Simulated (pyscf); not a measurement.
Structures and frequencies: ωB97X-D3(BJ)/def2-SVP in PySCF.

Problem. PBE/def2-TZVP puts the barrier of `[F][CH][CH]([F])[F]` [doublet] -> `[F][CH2][C]([F])[F]` [doublet] (hydrogen shift; doublet surface; C–H broken, C–H formed) at 199.2 kJ/mol and the reaction energy at +0.2 kJ/mol, from the reactant's lowest minimum found. What do B3LYP-D3(BJ)/def2-TZVP, M06-2X/def2-TZVP, ωB97M-D3(BJ)/def2-TZVP give on the same structures?

Solution. B3LYP-D3(BJ): ΔE‡ = 226.0 kJ/mol, ΔE = +1.6 kJ/mol; M06-2X: ΔE‡ = 235.4 kJ/mol, ΔE = +1.7 kJ/mol; ωB97M-D3(BJ): ΔE‡ = 229.7 kJ/mol, ΔE = +3.6 kJ/mol. PBE's barrier lies under all of them, by 26.8 to 36.2 kJ/mol. Its reaction energy lies under all of them, by 1.4 to 3.4 kJ/mol. Low barriers are usual for a GGA, whose delocalisation error favours stretched bonds. F–CH•–CH(F)–F lies 58.4 kJ/mol over its isomer •H₂C–C(F)(F)–F, and others may lie lower still (electronic energy, ωB97M-D3(BJ)). F–CH₂–C•(F)–F lies 62.0 kJ/mol over its isomer •H₂C–C(F)(F)–F, and others may lie lower still (electronic energy, ωB97M-D3(BJ)). This is the saddle that the search found; another between the same sides may lie lower.
